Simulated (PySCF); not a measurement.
## Name the molecule from its bond curve

A diatomic of charge 0 contains Cl. Its singlet curve at PBE0 in a triple-zeta basis (no relativity, PySCF), in eV from the separated fragments:

(R (Å), E (eV)): (2.051, -3.513), (2.147, -3.820), (2.242, -3.986), (2.313, -4.044), (2.385, -4.058), (2.457, -4.041), (2.552, -3.980), (2.671, -3.863), (2.814, -3.689), (3.005, -3.430)

The fit gives ωe = 356 cm⁻¹ and the rotational constant Bₑ = 0.2149 cm⁻¹.

Problem. Which atom is the partner?

Solution. The minimum lies at 2.378 Å, so the reduced mass is 16.8576 u Å² cm⁻¹/(Bₑ·Re²) = 13.87 u. With Cl at 34.97 u the partner weighs about 23.0 u: Na. The molecule is NaCl.
